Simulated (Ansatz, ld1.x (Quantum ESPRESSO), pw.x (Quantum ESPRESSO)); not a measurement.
**From atom to crystal: TM potential for H**

hydrogen (H), norm-conserving Troullier–Martins (Kleinman–Bylander form), made with ld1.x (Quantum ESPRESSO) 7.5 (PBEsol, scalar-relativistic). Core none, reference 1s1. Waves: 1s (bound): rc 1.55 bohr; 2p channel at 0.5 Ry: rc 1.50 bohr. Local part: all-electron potential smoothed inside 1.15 bohr (lloc = -1). Core correction: none.

Atomic tests: cutoffs needed: 15 Ry and 25 Ry (the cutoffs (Ry, on a coarse ladder) from which the occupation-weighted sum of valence levels, in a spherical-Bessel basis at the reference potential, stays within 10 and 1 mRy of its value at 400 Ry); ghost test: no extra level below or beside the all-electron valence levels (s, p, d, f tested) (spherical-Bessel basis up to 400 Ry, 20 bohr box).

Crystal test: fcc H in pw.x 7.5, no spin, 18³ k-points, Fermi–Dirac smearing 0.01 Ry, cutoffs 35/140 Ry. The reference is all-electron LAPW (Ansatz 0.2.0) with the same functional, mesh and smearing; V0 and B0 come from Birch–Murnaghan fits to the pressures at five volumes. Errors are pseudo minus all-electron; Δ is the rms difference of the E(V) curves that follow from these fits, minima aligned, over ±6 % about the mean V0. Mesh and smearing are coarse, so the numbers serve the comparison and aren't converged zero-temperature values; the lattice is a test structure that the element need not adopt.

All-electron: a0 = 2.267 Å (V0 = 2.91 Å³/atom), B0 = 114.1 GPa.

Question: How far does the potential miss the all-electron equation of state?

Answer: mean pressure error (GPa): -0.16; a0 (Å): 2.266; a0 error (%): -0.04; B0 error (%): -1.0; Δ (meV/atom): 0.1.

| V (Å³/atom) | P all-electron (GPa) | P pseudo (GPa) |
| --- | --- | --- |
| 2.771 | 6.23 | 5.98 |
| 2.844 | 2.90 | 2.70 |
| 2.917 | -0.10 | -0.25 |
| 2.990 | -2.80 | -2.91 |
| 3.063 | -5.23 | -5.31 |

Question: At the middle volume, how do free energy and pressure move when the wave cutoff is lowered (ecutrho kept at four times it)?

Answer:

```
cutoff (Ry)  shift of F (meV/atom)  shift of P (GPa)
         21                  +31.5             -6.11
         28                   +2.7             -1.04
```

Input at the middle volume:

```
&control
  calculation='scf', prefix='x', pseudo_dir='./', outdir='./tmp', tstress=.true., disk_io='none'
/
&system
  ibrav=0, nat=1, ntyp=1, ecutwfc=35, ecutrho=140, nbnd=7,
  occupations='smearing', smearing='fd', degauss=0.01
/
&electrons
  conv_thr=1e-09, mixing_beta=0.4, electron_maxstep=70
/
ATOMIC_SPECIES
H 1.0 H.UPF
CELL_PARAMETERS angstrom
  0.00000000 1.13405855 1.13405855
  1.13405855 0.00000000 1.13405855
  1.13405855 1.13405855 0.00000000
ATOMIC_POSITIONS crystal
H 0.0000 0.0000 0.0000
K_POINTS automatic
18 18 18 0 0 0
```

```bash
pw.x < H.scf.in > H.scf.out
```

Lines of the output:

```
Message from routine setup:
     using ibrav=0 with symmetry is DISCOURAGED, use correct ibrav instead
     lattice parameter (alat)  =       3.0307  a.u.
     unit-cell volume          =      19.6849 (a.u.)^3
     number of electrons       =         1.00
     number of Kohn-Sham states=            7
     kinetic-energy cutoff     =      35.0000  Ry
     charge density cutoff     =     140.0000  Ry
     scf convergence threshold =      1.0E-09
     Exchange-correlation= PBESOL
     number of k points=   195  Fermi-Dirac smearing, width (Ry)=  0.0100
     iteration #  1     ecut=    35.00 Ry     beta= 0.40
     total energy              =      -1.06924632 Ry
     estimated scf accuracy    <       0.00000664 Ry
     iteration #  2     ecut=    35.00 Ry     beta= 0.40
     total energy              =      -1.06924862 Ry
     estimated scf accuracy    <       0.00000244 Ry
     iteration #  3     ecut=    35.00 Ry     beta= 0.40
     the Fermi energy is     4.0434 ev
!    total energy              =      -1.06924867 Ry
     estimated scf accuracy    <          5.6E-10 Ry
     smearing contrib. (-TS)   =      -0.00044552 Ry
     The total energy is F=E-TS. E is the sum of the following terms:
     one-electron contribution =       0.64754585 Ry
     hartree contribution      =       0.01517452 Ry
     xc contribution           =      -0.66182360 Ry
     ewald contribution        =      -1.06969991 Ry
     convergence has been achieved in   3 iterations
          total   stress  (Ry/bohr**3)                   (kbar)     P=       -2.53
     Message from routine punch:
     Nothing written, as per user request (disk_io='none')
```

The run at the middle volume (195 k-points, 3 iterations) took about 0.7 s on one core of a shared host (Neoverse-V1, 32 threads, 247 GiB, load 8).
